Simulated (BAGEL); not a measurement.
# N2 (nitrogen) at RI-MP2/def2-TZVPPD (density fitting with qzvpp-jkfit)

Aim: the energy change on altering one bond length of N2 (nitrogen) at RI-MP2/def2-TZVPPD (density fitting with qzvpp-jkfit), from 2 runs. 

The results are computed with BAGEL 1.2.2.

2 further runs of the same task are left out: 2 set aside as unsound or not needed. Runs told in other sessions of the task aren't counted.

## Step 1: The structure to begin with

N2: 2 atoms, total charge 0, spin state singlet. SMILES: `N#N`. The shape is that of a PBE0-D4/def2-TZVP optimisation.

Bond lengths: N1–N2 1.090 Å.

## Step 2: The energy at RI-MP2/def2-TZVPPD (density fitting with qzvpp-jkfit)

Input file mp2.json:

```json
{ "bagel" : [

{
  "title" : "molecule",
  "basis" : "def2-tzvppd.json",
  "df_basis" : "qzvpp-jkfit",
  "angstrom" : "true",
  "geometry" : [
    { "atom" : "N", "xyz" : [    0.465500,   -0.150300,    0.239800 ] },
    { "atom" : "N", "xyz" : [   -0.465500,    0.150300,   -0.239800 ] }
  ]
},
{
  "title" : "hf",
  "charge" : 0
},
{
  "title" : "mp2",
  "charge" : 0,
  "ncore" : 2
}

]}
```

The basis set def2-TZVPPD is read from a file made from the Basis Set Exchange's data (not shown).

Run with:

```
BAGEL_NUM_THREADS=1 BAGEL mp2.json > mp2.out
```

Output:

```text
* using 1 threads per process

  ===============================================================
  ===============================================================

  *** Geometry ***

  { "atom" : "N", "xyz" : [      0.879668,     -0.284026,      0.453156 ] },
  { "atom" : "N", "xyz" : [     -0.879668,      0.284026,     -0.453156 ] },

  Number of auxiliary basis functions:      154

  Since a DF basis is specified, we compute 2- and 3-index integrals:
    o Being stored without compression. Storage requirement is 0.007 GB

  Number of basis functions:       74
  Number of electrons      :       14

    * METHOD: MOLECULE                             0.03

  *** RHF ***

  === Nuclear Repulsion ===
    23.7983417694

      * DIIS with orbital gradients will be used.

  === RHF iteration (def2-tzvppd.json) ===
      0       -108.95148183          0.01357992           0.00
      1       -108.98699992          0.00416871           0.00
      2       -108.98964681          0.00076964           0.00
      3       -108.98980535          0.00005696           0.00
      4       -108.98980615          0.00000710           0.00
      5       -108.98980617          0.00000086           0.01
      6       -108.98980617          0.00000024           0.00
      7       -108.98980617          0.00000002           0.00
      8       -108.98980617          0.00000000           0.00
    * SCF iteration converged.

    * Permanent dipole moment:
           (   -0.000000,     0.000000,    -0.000000) a.u.

    * METHOD: HF                                   0.06

  *** RHF ***

  === Nuclear Repulsion ===
    23.7983417694

      * DIIS with orbital gradients will be used.

  === RHF iteration (def2-tzvppd.json) ===
      0       -108.98980617          0.00000000           0.00
    * SCF iteration converged.

    * Permanent dipole moment:
           (    0.000000,    -0.000000,     0.000000) a.u.

  === DF-MP2 calculation ===

    * freezing 2 orbitals
    * 3-index integral transformation done
    * assembly done

      MP2 correlation energy:   -0.3713661438      0.00

      MP2 total energy:       -109.3611723108

    * METHOD: MP2                                  0.02

  ===============================================================
```

Wall time 0.26 s (1 thread of Arm Neoverse V2, shared host).

## Step 3: The distorted shape, same level

Input file input.json:

```json
{ "bagel" : [

{
  "title" : "molecule",
  "basis" : "def2-tzvppd.json",
  "df_basis" : "qzvpp-jkfit",
  "angstrom" : "true",
  "geometry" : [
    { "atom" : "N", "xyz" : [    1.210296,   -0.390779,    0.623478 ] },
    { "atom" : "N", "xyz" : [   -0.465500,    0.150300,   -0.239800 ] }
  ]
},
{
  "title" : "hf"
},
{
  "title" : "mp2",
  "ncore" : 2
}

]}
```

The basis set def2-TZVPPD is read from a file made from the Basis Set Exchange's data (not shown).

Run with:

```
BAGEL_NUM_THREADS=1 BAGEL input.json > input.out
```

Output:

```text
* using 1 threads per process

  ===============================================================
  ===============================================================

  *** Geometry ***

  { "atom" : "N", "xyz" : [      2.287128,     -0.738465,      1.178203 ] },
  { "atom" : "N", "xyz" : [     -0.879668,      0.284026,     -0.453156 ] },

  Number of auxiliary basis functions:      154

  Since a DF basis is specified, we compute 2- and 3-index integrals:
    o Being stored without compression. Storage requirement is 0.007 GB

  Number of basis functions:       74
  Number of electrons      :       14

    * METHOD: MOLECULE                             0.03

  *** RHF ***

  === Nuclear Repulsion ===
    13.2213318193

      * DIIS with orbital gradients will be used.

  === RHF iteration (def2-tzvppd.json) ===
      0       -108.37215399          0.00564619           0.00
      1       -108.38303641          0.00175766           0.00
      2       -108.38427658          0.00066790           0.00
      3       -108.38449222          0.00004968           0.00
      4       -108.38449310          0.00000786           0.00
      5       -108.38449314          0.00000167           0.00
      6       -108.38449314          0.00000041           0.00
      7       -108.38449314          0.00000004           0.00
      8       -108.38449314          0.00000003           0.00
      9       -108.38449314          0.00000005           0.00
     10       -108.38449314          0.00000000           0.00
    * SCF iteration converged.

    * Permanent dipole moment:
           (   -0.000000,     0.000000,    -0.000000) a.u.

    * METHOD: HF                                   0.06

  *** RHF ***

  === Nuclear Repulsion ===
    13.2213318193

      * DIIS with orbital gradients will be used.

  === RHF iteration (def2-tzvppd.json) ===
      0       -108.38449314          0.00000000           0.00
    * SCF iteration converged.

    * Permanent dipole moment:
           (    0.000000,    -0.000000,     0.000000) a.u.

  === DF-MP2 calculation ===

    * freezing 2 orbitals
    * 3-index integral transformation done
    * assembly done

      MP2 correlation energy:   -0.8516404945      0.00

      MP2 total energy:       -109.2361336353

    * METHOD: MP2                                  0.01

  ===============================================================
```

Run time: 0.26 s. Hardware: 1 thread of Arm Neoverse V2, shared host.

## Step 4: Outcome

Level: RI-MP2/def2-TZVPPD (density fitting with qzvpp-jkfit), 2 core orbitals frozen.

| quantity | value |
| --- | --- |
| first shape: total energy | -109.36117 Eh |
| first shape: correlation energy (2 core orbitals frozen) | -371.4 mEh |
| distorted shape: total energy | -109.23613 Eh |
| distorted shape: correlation energy (2 core orbitals frozen) | -851.6 mEh |
| energy change with the N1–N2 bond stretched from 1.090 to 1.961 Å | 3.402 eV |

What this shows: With the N1–N2 bond stretched from 1.090 to 1.961 Å the energy rises by 3.40 eV (328 kJ/mol). The first shape isn't relaxed at this level, so the change isn't measured from a minimum. A restricted reference can't describe the breaking bond well at this length.
